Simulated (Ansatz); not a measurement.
A made-up structure of SiH₄SO, singlet:

| atom | x (Å) | y (Å) | z (Å) |
| --- | --- | --- | --- |
| O1 | -1.5459 | -1.2011 | -0.3319 |
| S2 | -0.0416 | -1.3725 | 0.3883 |
| Si3 | 0.7798 | 0.5560 | -0.0451 |
| H4 | -2.1555 | -0.9185 | 0.3583 |
| H5 | 0.8520 | 0.7978 | -1.5072 |
| H6 | -0.0295 | 1.6300 | 0.5881 |
| H7 | 0.4599 | -2.2941 | 1.2536 |

It is relaxed with PBE-D4/def2-SVP and then PBE0-D4/def2-TZVP (Ansatz 0.2.0). Atoms count as bonded within 1.22 times the sum of their covalent radii (H–H: 0.88 Å). The end point is not checked to be a true minimum.

Task: Does its bonding change? (Judge from chemistry; the calculation decides.)

Result: By the calculation: No: no bond forms or breaks.

Where it ends: The first stage lowers the energy by 1.88 eV in 10 steps. It ends as SiH₄SO ([OH][SH][SiH2]):
```xyz
7
angstrom
O -1.5821 -1.5016 -0.0889
S 0.0716 -1.4651 -0.0046
Si 1.0511 0.5113 -0.0196
H -1.8937 -0.6069 0.1108
H 0.5269 0.7889 -1.4097
H -0.0592 1.1528 0.7954
H 0.2047 -1.6818 1.3206
```

Labels in which every atom is bracketed show which atoms are joined, not bond orders.

For scale, one of the runs: PBE0-D4/def2-TZVP relaxation, 129 basis functions, launched by `ansatz run in.yaml --threads 2 --pin off --events-out ev --progress --plain --max-ram 4352MiB`. The run took about 41 s on 2 CPU threads of an Arm Neoverse N1 (shared host).
